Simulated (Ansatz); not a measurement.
AlFH₄Si (`F[SiH2][AlH2]`) from Hartree–Fock to CCSD(T)

```xyz
7

F     0.2021    2.1806   -0.2935
Si    0.2264    0.6440   -0.7833
Al   -0.3093   -0.9031    1.0636
H    -0.7415    0.5317   -1.9133
H     1.5804    0.3911   -1.3569
H    -0.6230   -0.3827    2.5291
H    -0.3350   -2.4616    0.7542
```

Total charge 0; spin multiplicity 1. The structure was optimised at the PBE0-D4/def2-TZVP level. Frozen core, restricted reference, the Gaussian-basis code of Ansatz. CBS rows extrapolate triple and quadruple zeta; past MP2 they add the triple-zeta difference.

```tsv
basis	HF (Eh)	MP2 corr.	CCSD corr.	(T)	CCSD(T) total
def2-SVP	-632.39582	-0.34683	-0.38572	-0.00661	-632.78815
def2-TZVPP	-632.72014	-0.45286	-0.49044	-0.01347	-633.22405
def2-QZVPP	-632.74154	-0.49306	–	–	–
CBS(def2)	-632.74449	-0.52284	-0.56041	as TZ	-633.31837
```
